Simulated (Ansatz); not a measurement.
# CHSi−: functionals against CCSD(T) at one geometry

One table from this session's results is given with a row withheld; the runs are named, their logs left out.

The runs use Ansatz 0.2.0, Gaussian basis; single points in def2-TZVPPD.

Correlated methods freeze the cores.

## The system as given

SMILES `[C-]#[SiH]`, 3 atoms, charge -1, spin multiplicity 1.

Atoms are counted from 1 here; the program's logs count them from 0.

Bond lengths: C1–Si2 1.721 Å, Si2–H3 1.532 Å. Angles: C1–Si2–H3 178.5°.

As a file:

```xyz
3

C    -0.86590    1.37240   -0.33280
Si    0.02960   -0.05650    0.01030
H     0.83170   -1.33410    0.27630
```

The first run:

run/in.yaml

```yaml
crystal:
  periodic: [false, false, false]
  atoms:
    - {symbol: C, position_ang: [-0.865900, 1.372400, -0.332800]}
    - {symbol: Si, position_ang: [0.029600, -0.056500, 0.010300]}
    - {symbol: H, position_ang: [0.831700, -1.334100, 0.276300]}
basis:
  gaussian: {orbitals: "def2-TZVPPD.json"}
total_charge: -1
correlation: {method: ccsd_t}
output: {forces: true}
```

The basis file named in the input lies beside it (Basis Set Exchange, JSON).

No record of the launch command was kept for these runs.

Among the steps run: CCSD(T)/def2-TZVPPD; PBE0-D4/def2-TZVPPD; wB97M-V/def2-TZVPPD; r2SCAN-D4/def2-TZVPPD; PBE-D4/def2-TZVPPD; BHLYP-D4/def2-TZVPPD; B97M-V/def2-TZVPPD.

One table of the session follows, with a row left open; its other results are not shown here.

| method | RMS force component (eV/Å) | angle to CCSD(T) forces (°) |
| --- | --- | --- |
| CCSD(T) | 0.059 | reference |
| PBE0-D4 | 0.510 | 36.1 |
| wB97M-V | 0.695 | 30.5 |
| r2SCAN-D4 | 0.396 | 39.9 |
| PBE-D4 | 0.284 | 53.2 |
| BHLYP-D4 | ? | ? |
| B97M-V | 0.495 | 45.3 |

Estimate the missing values for BHLYP-D4.

As computed: RMS force component (eV/Å): 0.760; angle to CCSD(T) forces (°): 27.3. In the column «RMS force component (eV/Å)» it is the highest.
